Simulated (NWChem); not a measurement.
## Correlation energy of CH₂

```xyz
3

C      0.0000     0.0000    -0.1059
H      1.0041     0.0000     0.3177
H     -1.0041     0.0000     0.3177
```
Charge 0, spin multiplicity 3.

All runs are NWChem calculations. Structure: optimised with UPBE0/def2-SVP, a minimum by its harmonic frequencies.

Basis set: cc-pVTZ. Each correlation energy counts from its own Hartree-Fock reference.

| method | correlation energy (mHa) |
|---|---|
| CCSD on ROHF | -142.5 |
| URI-MP2 | -117.9 |
| CCSD[T] on UHF | -140.5 |
| CCSD on UHF | -137.0 |
| SCS-UMP2 | -118.4 |
| CCSD[T] on ROHF | -146.3 |
| CCSD(T) on UHF | -140.5 |
| CCSD(T) on ROHF | -146.3 |
| UMP2 | -117.9 |

The values span 28.4 mHa, from CCSD[T] on ROHF (lowest) to URI-MP2 (highest). 

The correlated methods keep 1 core orbital frozen. This spin state was chosen for the runs; another may lie lower. The structure started from a generated list of species. The unpaired electrons of the parent sit in orbitals of symmetry a1 and b2 (C2v labels of the run); other states weren't searched. No SCF solution was tested for a lower state. Open-shell Hartree-Fock references start from PBE0 orbitals. Coupled-cluster values serve here as a point of comparison, not as the truth.
